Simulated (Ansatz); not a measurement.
# BH3S (singlet): from Hartree-Fock to the top rungs, cc-pVTZ

How much of the correlation energy of BH3S (singlet) does each wave-function method recover here?

Method: cc-pVTZ, correlated electrons: outside noble gas; program: Ansatz 0.2.0, Gaussian basis.

To be run: UHF; CCSD(T) on RHF; BCCD(T) on RHF; CCSDT(Q) on RHF; CASSCF and NEVPT2, 12 electrons in 11 orbitals.

## (1) The system

The geometry is a PBE0/def2-TZVP stationary point (not a proven minimum).

5 atoms, charge 0, spin multiplicity 1.

Atoms are counted from 1 here; the program's logs count them from 0.

Bond lengths: B1–S2 1.765 Å, B1–H3 1.190 Å, B1–H4 1.192 Å, S2–H5 1.344 Å. Angles: S2–B1–H3 121.5°, S2–B1–H4 115.8°, H3–B1–H4 122.7°, B1–S2–H5 99.3°.

Coordinates:

```
B     0.00000    0.05474    1.25048
S     0.00000   -0.06169   -0.51052
H     0.00000    1.10886    1.80327
H     0.00000   -0.98157    1.83877
H     0.00000    1.24803   -0.81381
```

In the tables R marks a restricted determinant and U an unrestricted one; 'valence' is the active space of 12 electrons in 11 orbitals; correlation energies count from the lowest restricted Hartree-Fock solution.

## (2) UHF

in.yaml reads:

```yaml
crystal:
  periodic: [false, false, false]
  atoms:
    - {symbol: B, position_ang: [0.000000, 0.054738, 1.250483]}
    - {symbol: S, position_ang: [0.000000, -0.061688, -0.510515]}
    - {symbol: H, position_ang: [0.000000, 1.108861, 1.803273]}
    - {symbol: H, position_ang: [0.000000, -0.981568, 1.838770]}
    - {symbol: H, position_ang: [0.000000, 1.248030, -0.813806]}
basis:
  gaussian: {orbitals: cc-pVTZ}
magnetization: {spin_polarized: true, initial_magnetization: 0}
hamiltonian: {xc: hf}
output: {orbitals: {seedname: orbitals}}
```

Command:

```bash
ansatz run in.yaml --threads 1 --pin off --events-out ev --progress --plain --max-ram 4096MiB --backend cpu
```

Further steps of the session: CCSD(T) on RHF; BCCD(T) on RHF; CCSDT(Q) on RHF; CASSCF and NEVPT2, 12 electrons in 11 orbitals.

**Question.** What will the summary of the whole plan be? Wanted: correlation energy, RCCSDT(Q); RMP2 from RCCSDT(Q); RCCSD from RCCSDT(Q); RCCSD(T) from RCCSDT(Q); NEVPT2 valence from RCCSDT(Q); T1 diagnostic; effectively unpaired electrons.

**Answer**, as computed:

| quantity | value |
| --- | --- |
| correlation energy, RCCSDT(Q) | -9.0830 eV |
| RMP2 from RCCSDT(Q) | +125.5 kJ/mol |
| RCCSD from RCCSDT(Q) | +38.5 kJ/mol |
| RCCSD(T) from RCCSDT(Q) | +4.3 kJ/mol |
| NEVPT2 valence from RCCSDT(Q) | +146.1 kJ/mol |
| levels of the table within 1 kcal/mol (43 meV) | BCCD(T), RCCSDT |
| T1 diagnostic | 0.015 |
| effectively unpaired electrons | 0.03 |

**Reading.** RCCSD(T) misses by +4.3 kJ/mol, 0.5 % of the correlation energy. One determinant dominates. These misses are within one basis, not against nature; the frozen cores of restricted and unrestricted runs differ, which can shift their rows.
